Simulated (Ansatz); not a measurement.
Results of r²SCAN (plane waves, PAW; Ansatz, an electronic-structure program) for diamond-structure Si.

The same calculation (at the measured cell, 20.013 Å³/atom) with different numerical settings:

| run | k mesh | gap on the mesh (eV) | total energy (eV/atom) | rough time |
|---|---|---|---|---|
| 1 | 4×4×4 | 0.887 | -638.9765 | under 3 core-s |
| 2 | 6×6×6 | 0.902 | -639.0559 | under 3 core-s |
| 3 | 8×8×8 | 0.799 | -639.0651 | under 3 core-s |
| 4 | 12×12×12 | 0.757 | -639.0668 | 4 core-s |
| 5 | 16×16×16 | 0.764 | -639.0668 | 7 core-s |
| 6 | 20×20×20 | 0.765 | -639.0668 | 9 core-s |

In the column total energy (eV/atom) the first row differs from the last by +0.0903 and the next to last by 0.0000.

The last row is no converged limit: other settings stay fixed.
